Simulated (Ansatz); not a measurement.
`C=C(N)N`, charge 0, multiplicity 1.

Task: Give a relaxed structure at PBE0-D4/def2-TZVP (Ansatz 0.2.0). (An estimate is asked.)

Result: Computed: 
```xyz
10

C     1.2578    0.2170   -0.4180
C     0.0031    0.0005   -0.0010
N    -1.1348    0.3603   -0.7154
N    -0.3297   -0.6130    1.2021
H     1.4579    0.8302   -1.2857
H     2.1000   -0.2165    0.1034
H    -1.8346    0.8135   -0.1444
H    -0.9342    0.8886   -1.5496
H    -1.0531   -1.3116    1.1041
H     0.4677   -0.9690    1.7046
```
Point group C2.
This is one stationary point; other conformers may exist.
